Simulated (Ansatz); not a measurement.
# AlH₃O (triplet): wave-function methods side by side at distance Al1–H4 along a hydrogen transfer = 1.808 Å, cc-pVDZ

An exercise on one series of results from a longer session: the logs are not shown, and one member is left open.

Method: cc-pVDZ, core rule «outside noble gas», up to 6 orbitals frozen; program: Ansatz 0.2.0, Gaussian basis.

The runs, in order: UHF; CCSD(T) on ROHF; CCSD(T) on UHF; BCCD(T) on ROHF; CISD; CCSDT(Q) on ROHF; CCSDT(Q) on UHF; CASSCF and MRCISD+Q, 4 electrons in 4 orbitals; CASSCF and NEVPT2, 4 electrons in 4 orbitals.

13 further runs of the same task are left out: 9 for a known fault of the program, 1 for a mislabelled method, 3 that didn't finish.

## The system

The geometry derives from fragments relaxed apart (PBE0/def2-TZVP) and kept rigid, so it is no stationary point. A hydrogen atom is moved between rigid fragments.

5 atoms, charge 0, spin multiplicity 3.

Atoms are counted from 1 here; the program's logs count them from 0.

Bond lengths: Al1–H2 1.586 Å, Al1–H3 1.586 Å, Al1–H4 1.808 Å, H4–O5 1.157 Å. Angles: H2–Al1–H3 120.0°, H2–Al1–H4 120.0°, H3–Al1–H4 120.0°, Al1–H4–O5 180.0°.

The first run:

The input, in.yaml:

```yaml
crystal:
  periodic: [false, false, false]
  atoms:
    - {symbol: Al, position_ang: [-1.036026, 0.000000, 0.000000]}
    - {symbol: H, position_ang: [-1.828950, 1.373384, 0.000000]}
    - {symbol: H, position_ang: [-1.828950, -1.373384, 0.000000]}
    - {symbol: H, position_ang: [0.771974, 0.000000, 0.000000]}
    - {symbol: O, position_ang: [1.928974, 0.000000, 0.000000]}
basis:
  gaussian: {orbitals: cc-pVDZ}
magnetization: {spin_polarized: true, initial_magnetization: 2}
hamiltonian: {xc: hf}
output: {orbitals: {seedname: orbitals}}
```

Launch:

```bash
> ansatz run in.yaml --threads 1 --pin off --events-out ev --progress --plain --max-ram 2393MiB
```

Steps of the session up to this table: UHF; CCSD(T) on ROHF; CCSD(T) on UHF; BCCD(T) on ROHF; CISD; CCSDT(Q) on ROHF; CCSDT(Q) on UHF; CASSCF and MRCISD+Q, 4 electrons in 4 orbitals; CASSCF and NEVPT2, 4 electrons in 4 orbitals.

One table of the session follows, with a row left open; its other results are not shown here.

```
       method  from UCCSDT(Q) (kcal/mol)
         ROHF                    +166.92
          UHF                          ?
         RMP2                     +24.27
         UMP2                     +26.50
         CISD                     +14.88
        RCCSD                      +3.50
        UCCSD                      +3.30
     RCCSD(T)                      +0.81
     UCCSD(T)                      +0.80
      BCCD(T)                      +0.81
       RCCSDT                      +0.28
       UCCSDT                      +0.25
    RCCSDT(Q)                      +0.03
    UCCSDT(Q)                          0
  CASSCF pair                    +147.97
  NEVPT2 pair                     +24.12
  MRCISD pair                     +12.44
MRCISD+Q pair                      +1.33
```

Q: Estimate the row for UHF from the others.

As computed: from UCCSDT(Q) (kcal/mol): +159.19. In the column «from UCCSDT(Q) (kcal/mol)» it lies between CASSCF pair (+147.97) and ROHF (+166.92).

Among the levels timed on like hardware and quicker than the yardstick, those that no quicker one beats, quickest first: NEVPT2 pair (1.5 s, +24.12 kcal/mol); MRCISD+Q pair (1.8 s, +1.33 kcal/mol); BCCD(T) (3.2 s, +0.81 kcal/mol); UCCSD(T) (5.5 s, +0.80 kcal/mol).

Caveats from the session: Of the multireference levels listed MRCISD+Q pair comes nearest in total energy (+1.33 kcal/mol), which doesn't show that its space is the better one. Restricted and unrestricted rows rest on different reference determinants; where their highest levels disagree by more than a few hundredths of an eV, they describe different states and don't form one ladder.
